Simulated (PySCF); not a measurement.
Basis and Hamiltonian dependence of the ionisation energy of Ne

Ne [Ne] (1S) → Ne⁺ [He] 2s2 2p5 (2P). All values are computed (PySCF 2.14, energy differences of UHF-based or UKS calculations, no spin-orbit coupling). Values in eV.

```csv
basis,Hamiltonian,functions,UHF,LDA,PBE0,MP2 (valence),CCSD(T) (valence),CCSD(T) (valence and next inner shell)
cc-pVDZ-DK,spin-free X2C,14,19.646,n/a,n/a,21.055,20.870,n/a
6-31G*,non-relativistic,14,19.681,21.701,21.145,21.150,20.996,n/a
cc-pVDZ,non-relativistic,14,19.668,n/a,21.159,21.074,20.890,n/a
def2-SVP,non-relativistic,14,19.813,n/a,21.293,21.269,21.081,n/a
Sapporo-DZP-2012,spin-free X2C,18,19.634,n/a,n/a,21.176,20.955,n/a
aug-cc-pwCVDZ,non-relativistic,27,19.845,22.288,21.575,21.618,21.422,21.432
pcseg-2,non-relativistic,30,19.704,22.203,n/a,21.612,21.406,n/a
cc-pVTZ-DK,spin-free X2C,30,19.653,n/a,n/a,21.492,21.281,n/a
def2-TZVP,non-relativistic,31,19.673,n/a,21.428,21.534,21.321,n/a
x2c-QZVPPall,spin-free X2C,57,19.641,22.160,21.422,21.663,21.458,21.469
def2-QZVPPD,non-relativistic,66,19.660,22.181,21.442,21.688,21.486,21.497
dyall-acv3z,non-relativistic,76,19.661,22.189,21.450,21.642,21.439,21.452
dyall-acv3z,spin-free X2C,76,19.641,22.172,21.432,21.625,21.422,21.434
aug-cc-pV5Z,non-relativistic,127,19.657,22.185,21.444,21.772,n/a,n/a
```

Frozen in the all-electron rows: valence: 1s2; valence and next inner shell: nothing.

Reference for a calculation without spin-orbit coupling: 21.597 eV (measured, between term centres; NIST).
